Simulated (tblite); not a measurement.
C₅H₆Cl (doublet state).
Numbering: `[CH:1]#[C:2][CH2:3][CH2:4][CH:5][Cl:6]` (hydrogens: H7 on C1; H8, H9 on C3; H10, H11 on C4; H12 on C5)

Structure used (GFN2-xTB), in Å, numbered top down from 1:
```
atom  x, y, z in Å
C1     2.296    0.606   -0.744
C2     1.451   -0.009   -0.162
C3     0.411   -0.748    0.519
C4    -0.973   -0.549   -0.164
C5    -1.458    0.840   -0.073
Cl6   -2.148    1.376    1.383
H7     3.046    1.141   -1.245
H8     0.349   -0.414    1.558
H9     0.661   -1.812    0.508
H10   -1.680   -1.225    0.322
H11   -0.881   -0.824   -1.217
H12   -1.073    1.615   -0.712
```

Calculated harmonic vibrations of the isolated species, GFN2-xTB (tblite), most abundant isotopes, no scaling. This tight-binding method is rough: wavenumbers can miss measured ones by several per cent, in bad cases by 10 to 20. One conformer, not necessarily the lowest. Open shells enter through the occupations alone, without spin polarisation, and single modes of such species can be off by tens of per cent.

Harmonic wavenumbers (cm⁻¹): 39.4, 86.1, 157.6, 260.4, 300.3, 382.4, 425.4, 518.0, 640.6, 665.2, 730.1, 872.5, 897.6, 1008.4, 1030.4, 1097.0, 1130.9, 1192.5, 1239.6, 1277.9, 1314.8, 1439.8, 1449.7, 2292.4, 2949.8, 2964.1, 2968.6, 2978.5, 3103.6, 3399.3.

A = 6365, B = 1386, C = 1285 MHz; mass 101.016 u (most abundant isotopes); point group C1, symmetry number 1; spin multiplicity 2.

**Question.** What is the zero-point energy?

**Answer.** Half the sum of the wavenumbers: 19406 cm⁻¹ = 232.15 kJ/mol.

**Question.** Give the ideal-gas entropy at 298.15 K and 1 bar in the rigid-rotor, harmonic-oscillator model (classical rotation).

**Answer.** Translation 166.42, rotation 116.07, vibration 79.35, spin (R ln 2) 5.76: S = 367.6 J/(mol K).

**Question.** And Cp and H(298.15 K) − H(0)?

**Answer.** Cp = 113.47 J/(mol K), of which vibrations give 80.21 (their classical limit is 30 R = 249.4); H(298.15 K) − H(0) = 22.07 kJ/mol without the zero-point energy, 12.15 from vibrations.

**Question.** How do the functions run with temperature in this model?

**Answer.** 
```tsv
T (K)	S (J/(mol K))	Cp (J/(mol K))	H − H(0) (kJ/mol)	G − H(0) (kJ/mol)	ln q(vib)
50	239.7	48.1	2.00	-9.98	0.49
100	277.1	61.3	4.74	-22.97	1.33
373.15	395.1	131.9	31.28	-116.14	5.87
500	437.5	158.0	49.74	-169.00	7.92
750	508.8	193.4	94.01	-287.59	11.76
1000	567.8	216.8	145.47	-422.38	15.29
```

q(vib) and H(0) count from the zero-point level.

**Question.** Which modes carry the vibrational entropy at 298.15 K?

**Answer.** 39.4 cm⁻¹: 22.13; 86.1 cm⁻¹: 15.68; 157.6 cm⁻¹: 10.79; 260.4 cm⁻¹: 6.94; 300.3 cm⁻¹: 5.92; 382.4 cm⁻¹: 4.31 J/(mol K); the other 24 give 13.59 together.

**Question.** Blend soft modes into free rotors: weight 1/[1 + (100 cm⁻¹/ν̃)⁴] for the oscillator and the rest for a rotor with moment μB/(μ + B), μ = h/(8π²ν), B = 10⁻⁴⁴ kg m². What vibrational entropy results?

**Answer.** 71.14 J/(mol K) in place of 79.35, which changes −T·S at 298.15 K by +2.45 kJ/mol.

Hindered rotation and anharmonicity are outside this model. Other conformers, if any are populated, would add a mixing term that is left out. The structure is chiral; the term R ln 2 for an equal mix with its mirror image is left out.
